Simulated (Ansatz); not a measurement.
Results of BLYP (Ansatz, an electronic-structure program, PAW) for rock-salt TiC.

Run with plane-wave cutoff 520 eV, 22×22×22 k mesh, Fermi–Dirac smearing 0.05 eV, no spin polarisation, scalar-relativistic PAW data made under PBE.

Energies at three volumes about the minimum:

```tsv
V (Å³/atom)	E − E_lowest (meV/atom)
10.292	3.15
10.502	0.00
10.712	2.92
```

Task: Fit a parabola by hand: where is the minimum, what lattice constant follows, and what is the bulk modulus?

Result: Slopes: (0.00 − 3.15)/(10.502 − 10.292) = -15.000 and (2.92 − 0.00)/(10.712 − 10.502) = 13.905 meV/Å³. Curvature E″ = 2 × (13.905 − (-15.000))/(10.712 − 10.292) = 137.643 meV/Å⁶. From the middle of the first interval, the slope vanishes at V0 = 10.3970 − (-15.000)/137.643 = 10.506 Å³/atom. B = V0 E″ = 10.506 × 137.643 meV/Å³ × 0.1602 GPa per meV/Å³ = 232 GPa. With 8 atoms in the cube, a = (8 × 10.506)^(1/3) = 4.380 Å. The full Birch–Murnaghan fit to all volumes gives V0 = 10.502 Å³/atom and B0 = 232 GPa.

Measured, for comparison: bulk modulus 240 GPa (temperature not stated, not corrected to a static lattice, our sources range from 235 to 268; as tabulated in Krasnenko and Brik (2013), arXiv:1306.3139); lattice constant a 4.33 Å (temperature not stated, not corrected to a static lattice; as tabulated in Zhang et al. (2018), doi:10.1088/1367-2630/aac7f0). Computed (rounded) less measured: bulk modulus not scored (sources differ).
